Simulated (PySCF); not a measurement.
**Magnetisability: `InChI=1S/H3N/h1H3`**

Molfile (atoms numbered from 1):
```
H3N
     RDKit          3D

  4  3  0  0  0  0  0  0  0  0999 V2000
    0.0510    0.0393    0.2904 N   0  0  0  0  0  0  0  0  0  0  0  0
    0.9618   -0.1550   -0.1245 H   0  0  0  0  0  0  0  0  0  0  0  0
   -0.5785   -0.6596   -0.1033 H   0  0  0  0  0  0  0  0  0  0  0  0
   -0.2454    0.9267   -0.1147 H   0  0  0  0  0  0  0  0  0  0  0  0
  1  2  1  0
  1  3  1  0
  1  4  1  0
M  END
```

Method used: PySCF, GIAO B3LYP/6-31++G** magnetisability, rotational g tensor and spin-rotation constants, non-relativistic, gas phase. Geometry: PBE0-D3(BJ)/def2-SVP.

What are the magnetisability and the molar susceptibility?

Isotropic -292 × 10⁻³⁰ J/T², or -17.6 × 10⁻⁶ cm³/mol; principal values -299, -299, -278 × 10⁻³⁰ J/T², anisotropy 22 × 10⁻³⁰ J/T² (root of half the summed squared differences of the principal values). The susceptibility is in cgs units.

Split it along the inertial axes a, b, c into diamagnetic and paramagnetic parts about the centre of mass, with the quadrupole moment.


| axis | χ (10⁻⁶ cm³/mol) | diamagnetic (10⁻⁶ cm³/mol) | paramagnetic (10⁻⁶ cm³/mol) | summed x² of all electrons (Å²) | quadrupole Θ (D Å) |
| --- | --- | --- | --- | --- | --- |
| a | -18.0 | -21.2 | 3.2 | 2.7 | +1.53 |
| b | -18.0 | -21.2 | 3.2 | 2.7 | +1.53 |
| c | -16.7 | -22.5 | 5.8 | 2.3 | -3.07 |

Anisotropies 2χaa − χbb − χcc = -1.3 and 2χbb − χaa − χcc = -1.3 × 10⁻⁶ cm³/mol. Θ is traceless in Buckingham's convention.

And the rotational g tensor?


```tsv
axis	rotational constant (GHz)	g	nuclear part	electronic part
a	291.9503	+0.5405	0.9788	-0.4383
b	291.9304	+0.5405	0.9787	-0.4382
c	190.8436	+0.4803	0.9995	-0.5192
```
Oblate top; isotopes 1H, 14N; no vibrational averaging.
